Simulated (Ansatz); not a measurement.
Start from `CCNCF` and change one atom or group to get `CCNC`.

Ansatz, PBE0-D4/def2-TZVP geometries, multiplicity 1. Each molecule was computed in one conformer, which needn't be the lowest.

```json
{"property": "HOMO–LUMO gap (ωB97M-V/def2-TZVPP) / eV", "`CCNCF`": "12.17"}
{"property": "LUMO energy (B3LYP/def2-TZVPP) / eV", "`CCNCF`": "0.80"}
{"property": "HOMO–LUMO gap (PBE0/def2-TZVPP) / eV", "`CCNCF`": "8.38"}
{"property": "size of the dipole moment (ωB97M-V/def2-TZVPP) / D", "`CCNCF`": "1.43"}
{"property": "HOMO–LUMO gap (PBE/def2-TZVPP) / eV", "`CCNCF`": "6.11"}
{"property": "LUMO energy (ωB97M-V/def2-TZVPP) / eV", "`CCNCF`": "2.57"}
```

(1) Give the same properties after the change, and the shifts. (Estimate.)

Answers

(1) Ansatz gave: 
| property | `CCNC` | shift |
| --- | --- | --- |
| HOMO–LUMO gap (ωB97M-V/def2-TZVPP) / eV | 11.40 | -0.77 |
| LUMO energy (B3LYP/def2-TZVPP) / eV | 0.88 | 0.08 |
| HOMO–LUMO gap (PBE0/def2-TZVPP) / eV | 7.59 | -0.79 |
| size of the dipole moment (ωB97M-V/def2-TZVPP) / D | 0.90 | -0.53 |
| HOMO–LUMO gap (PBE/def2-TZVPP) / eV | 5.36 | -0.75 |
| LUMO energy (ωB97M-V/def2-TZVPP) / eV | 2.65 | 0.08 |

With PBE0 the HOMO rises by 0.85 eV and the LUMO rises by 0.07 eV, so the gap narrows by about 0.78 eV. PBE moves the HOMO by 0.82 eV and ωB97M-V by 0.85 eV. Dipoles are sizes alone; their direction can turn.

B3LYP here is the variant with VWN-RPA as its local correlation; programs differ in this.
